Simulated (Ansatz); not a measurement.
# Strength of the O–Si bond: CH6OSi → SiH3 + CH3O

Species: CH6OSi `CO[SiH3]`, singlet; SiH3 `[SiH3]`, doublet; CH3O `C[O]`, doublet. 

Shapes, held fixed at every level: PBE0-D4/def2-TZVP. Programs: Ansatz 0.2.0. The zero-point and thermal change to 298 K, harmonic and unscaled (PBE0-D4/def2-TZVP), is -20.5 kJ/mol.

**Question.** Estimate ΔH(298 K) of this reaction.

**Answer.** The highest level, CCSD(T)/CBS estimate, gives ΔH(298 K) = +469.8 kJ/mol; the levels span +319.4 to +469.8. The column of differences is taken from that level and isn't an error. Hartree–Fock misses the correlation of the pair that is broken and comes out low. No measured value is set beside it here. Open shells run unrestricted unless RO is named. The CBS estimate extrapolates MP2 from def2-TZVPP and def2-QZVPP and adds CCSD(T) − MP2 in the triple-zeta set, cores frozen.

```json
{"level": "HF/def2-SVP", "kind": "Hartree–Fock", "ΔH(298 K) (kJ/mol)": "+319.4", "less CCSD(T)/CBS estimate": "-150.4"}
{"level": "B3LYP-D4/def2-TZVPP", "kind": "global hybrid", "ΔH(298 K) (kJ/mol)": "+434.9", "less CCSD(T)/CBS estimate": "-34.9"}
{"level": "PBE0-D4/def2-TZVPP", "kind": "global hybrid", "ΔH(298 K) (kJ/mol)": "+430.8", "less CCSD(T)/CBS estimate": "-39.0"}
{"level": "wB97M-V/def2-TZVPP", "kind": "range-separated hybrid", "ΔH(298 K) (kJ/mol)": "+458.8", "less CCSD(T)/CBS estimate": "-11.0"}
{"level": "B2PLYP/def2-TZVPP", "kind": "double hybrid", "ΔH(298 K) (kJ/mol)": "+447.4", "less CCSD(T)/CBS estimate": "-22.4"}
{"level": "MP2/def2-SVP", "kind": "perturbation theory", "ΔH(298 K) (kJ/mol)": "+455.6", "less CCSD(T)/CBS estimate": "-14.2"}
{"level": "CCSD/def2-TZVPP", "kind": "coupled cluster or CI", "ΔH(298 K) (kJ/mol)": "+444.7", "less CCSD(T)/CBS estimate": "-25.1"}
{"level": "CCSD(T)/CBS estimate", "kind": "coupled cluster or CI", "ΔH(298 K) (kJ/mol)": "+469.8", "less CCSD(T)/CBS estimate": "0.0"}
```
